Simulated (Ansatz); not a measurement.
Problem. Name a neutral molecule of C, N, P and H with HOMO–LUMO gap (PBE0/def2-TZVPP) between 6.90 and 7.20 eV and HOMO–LUMO gap (B3LYP/def2-TZVPP) between 6.40 and 6.70 eV (Ansatz, PBE0-D4/def2-TZVP geometry).

Solution. `CNP` (7.13 eV, 6.65 eV); `CN(C)P` (6.98 eV, 6.53 eV). Other molecules can fit too; these were computed, each in one conformer that needn't be the lowest.

B3LYP here is the variant with VWN-RPA as its local correlation; programs differ in this.
